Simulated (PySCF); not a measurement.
Worked example for formyl: ionisation energy to the singlet cation

Structure: `[CH]=O` (CHO•). The parent is a doublet.

Energies: PBE0-D3(BJ)/ma-def2-TZVP (PySCF, density fitting, integration grid level 2) on BP86-D3(BJ)/ma-def2-SVP structures. Zero-point energies come from unscaled BP86-D3(BJ)/ma-def2-SVP harmonic frequencies.

```jsonl
{"state": "parent", "structure": "parent", "E / Eh": "-113.771835"}
{"state": "singlet cation", "structure": "parent", "E / Eh": "-113.412221"}
{"state": "singlet cation", "structure": "singlet cation", "E / Eh": "-113.466027"}
{"state": "parent", "structure": "singlet cation", "E / Eh": "-113.725900"}
```

Zero-point energy of the singlet cation less that of the parent: 0.088 eV. 1 Eh = 27.2114 eV.

Task: Work out the vertical and adiabatic ionisation energy.

Result: Vertical: (-113.412221) − (-113.771835) = 0.359614 Eh = 9.79 eV. Adiabatic: 0.305808 Eh = 8.322 eV, and 8.41 eV with zero-point energy.

Task: And the inner reorganisation energy of self-exchange?

Result: The singlet cation relaxes by 1464.1 meV and the parent by 1250.0 meV, so λ = 2714 meV.
